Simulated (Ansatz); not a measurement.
Task: a ladder of methods at one geometry of CH3N, SMILES C[N], with the Ansatz DFT code, driven from Python. Give the script and its output. Settings (for the species named): MP2, cc-pVDZ basis, multiplicity 3. The script varies method: mp2, ccsd, ccsd_t.

```xyz
5

C    -0.0676    0.0081    0.0057
N     1.3680   -0.1647   -0.1153
H    -0.3703   -0.1417    1.0624
H    -0.3452    1.0327   -0.3168
H    -0.5848   -0.7345   -0.6360
```

`ch3n.py`
```python
"""CH3N at several levels of theory."""

import argparse

import ansatz as az

parser = argparse.ArgumentParser(description="CH3N at several levels of theory.")
parser.add_argument("--basis", default="cc-pVDZ", help="Gaussian basis set")
args = parser.parse_args()


def main() -> None:
    system = (
        az.Crystal.molecule()
        .atom("C", (-0.0676, 0.0081, 0.0057))
        .atom("N", (1.368, -0.1647, -0.1153))
        .atom("H", (-0.3703, -0.1417, 1.0624))
        .atom("H", (-0.3452, 1.0327, -0.3168))
        .atom("H", (-0.5848, -0.7345, -0.636))
    )

    setup = (
        system.calculation()
        .basis(gaussian=args.basis)
        .spin("collinear", total=2)
    )

    methods = ["mp2", "ccsd", "ccsd_t"]
    reports = [setup.correlation(m).run().report for m in methods]
    print(f"Hartree-Fock reference {reports[0]['reference_energy_ev'] / 27.211386246:.6f} Ha")
    best = reports[-1]["free_energy_ev"] - reports[-1]["reference_energy_ev"]
    for method, each in zip(methods, reports):
        gained = each["free_energy_ev"] - each["reference_energy_ev"]
        print(f"{method:8s} total {each['free_energy_ev'] / 27.211386246:.6f} Ha  correlation {gained:9.4f} eV  ({100 * gained / best:.1f} % of the last)")


if __name__ == "__main__":
    main()
```

```console
$ python ch3n.py
Hartree-Fock reference -94.010910 Ha
mp2      total -94.254669 Ha  correlation   -6.6330 eV  (85.4 % of the last)
ccsd     total -94.289953 Ha  correlation   -7.5931 eV  (97.8 % of the last)
ccsd_t   total -94.296373 Ha  correlation   -7.7678 eV  (100.0 % of the last)
```

Total energies depend on the basis set; only differences at equal settings carry meaning. The geometry is a force-field or estimated start, not a minimum of this method, and the basis set is short of its limit. A lower total doesn't mark the better method: functionals have no common bound, and MP2 and coupled cluster aren't variational. The run takes the species as open-shell (spin multiplicity 3), which needn't be its ground state. Inner cores stay frozen, so this is valence correlation. Run time: 2.3 s on 1 thread of Arm Neoverse V1 (shared host), peak memory 0.18 GiB.
